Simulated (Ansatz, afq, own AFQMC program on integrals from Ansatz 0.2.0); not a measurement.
HBr + CH$_{2}$, triplet: a scan with AFQMC

```xyz
5

Br   -0.4922    0.0000    0.0000
H     0.9284    0.0000    0.0000
C     2.6778    0.0000    0.0000
H     3.0922    0.0000    0.9962
H     3.0922    0.0000   -0.9962
```

A hydrogen atom is moved from one rigid fragment to the other; the Br1–H2 distance tells how far. The two fragments are held close together, so this isn't a minimum-energy path and the start is a compressed complex. Energies in kcal/mol count from this geometry (1.421 Å) at the same level; the start stands on UHF, each point on the determinant named.

Basis cc-pVTZ. Noble-gas cores (and the filled d shells of Ga–Kr and In–Xe) are frozen. Integrals, coupled cluster, full CI and functionals: Ansatz 0.2.0; the random walks run on the same integrals in our own AFQMC program. ph-AFQMC/CISD is guided by a CISD state made of CCSD amplitudes; releasing the constraint for a short imaginary time cuts its bias at the price of noise, slowly where states lie close. Uncertainties: one standard error, sampling alone. No spin–orbit coupling.

Cautions, each for one point or more: inner d shell frozen; lower spins were not checked; no relativity below Rb; no spin-orbit coupling; the ph-AFQMC/CISD walk drifts between its halves; unrestricted determinant slightly spin contaminated.

```csv
r(Br1–H2) / Å,det.,T1,weight,⟨S²⟩,CCSD(T),ph-AFQMC/CISD,released AFQMC,B2PLYP,HF
1.609,UHF,0.016,0.86,2.06,-0.1,-0.1 ± 0.2,0.3 ± 0.3,-1.5,3.3
1.703,UHF,0.017,0.86,2.08,-1.2,-1.2 ± 0.2,-1.7 ± 0.3,-3.0,3.5
1.797,UHF,0.016,0.86,2.08,-4.7,-4.9 ± 0.2,-4.5 ± 0.3,-6.7,0.3
1.892,UHF,0.014,0.87,2.06,-10.2,-10.0 ± 0.2,–,-11.9,-6.0
2.080,UHF,0.010,0.88,2.03,-18.3,-18.2 ± 0.2,-18.0 ± 0.3,-19.3,-17.3
```

Weight is that of the determinant in the CISD state; at the start T1 is 0.011 and the weight 0.87, and ⟨S²⟩ is 2.02. A dash marks a missing value, a released energy that hasn't settled or a functional that sits on another state. Largest departures from phaseless AFQMC with a CISD trial: CCSD(T) 0.2 kcal/mol at 1.797 (on UHF) (within the noise), released AFQMC -0.5 kcal/mol at 1.703 (on UHF) (within the noise), B2PLYP -1.9 kcal/mol at 1.892, HF 5.2 kcal/mol at 1.797 (on UHF). The walk's constraint bias lies outside its error bars, so these are departures and not errors. Functionals count only at points shown to share the start's state and spin.

Some points may be missing: those where a free walk finds a much lower state, and past Zn most of those on another determinant than at the start.

A walk keeps the symmetry of its determinant, which the program's search chose and which needn't be the lowest solution, so a lower state of the same spin and another symmetry isn't excluded. Released energies are given only where the last usable release times agree within the noise; a slower fall can still hide under it.
